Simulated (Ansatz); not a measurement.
C3H3N (acrylonitrile): from total energies to a heat of formation

C3H3N: 7 atoms, total charge 0, spin state singlet. SMILES: `C=CC#N`. The coordinates come from a PBE0-D4/def2-TZVP relaxation.

Total energies at B3LYP/6-311+G** (Ansatz 0.2.0); the atoms run unrestricted:

```tsv
species	state	energy (Eh)
C3H3N	singlet	-170.882775
C	triplet	-37.857267
N	quartet	-54.600723
H	doublet	-0.502156
```

Harmonic wavenumbers at PBE0-D4/def2-TZVP, in cm⁻¹: 238, 354, 585, 717, 893, 995, 1011, 1110, 1317, 1443, 1696, 2364, 3174, 3194, 3271.

Measured heats of formation of the gaseous atoms at 298.15 K, in kJ/mol: C 716.9, N 472.4, H 218.0. Take 1 Eh = 2625.50 kJ/mol, 1 cm⁻¹ = 0.0119627 kJ/mol, RT = 2.479 kJ/mol.

Task: Work out the heat of formation of the gas at 298 K.

Result: 
1. Electronic atomisation energy: 3 × (-37.857267) + (-54.600723) + 3 × (-0.502156) − (-170.882775) = 1.203783 Eh = 3160.5 kJ/mol.
2. Zero-point energy: half the sum of the wavenumbers, 11181 cm⁻¹ = 133.8 kJ/mol.
3. Thermal vibrational enthalpy, Σ hcν̃/(exp(hcν̃/kT) − 1): 3.4 kJ/mol. Translation, rotation and pV of a non-linear molecule: 4 RT = 9.9 kJ/mol.
4. The 7 free atoms carry 5/2 RT each: 43.4 kJ/mol.
5. Spin-orbit coupling lowers the free atoms by 3 × 0.02 = 0.1 kJ/mol.
6. Atomisation enthalpy at 298 K: 3160.5 − 0.1 − 133.8 − 3.4 − 9.9 + 43.4 = 3056.7 kJ/mol.
7. Sum of the atoms' heats of formation: 3277.1 kJ/mol. Heat of formation: 3277.1 − 3056.7 = +220.4 kJ/mol.

The tabulated value is +180.6 kJ/mol (CRC Handbook of Chemistry and Physics), so this level is off by +39.8 kJ/mol, or 1.3 % of the atomisation enthalpy that the table implies (3096.4 kJ/mol). Anharmonicity and any spin-orbit splitting of the molecule are left out.
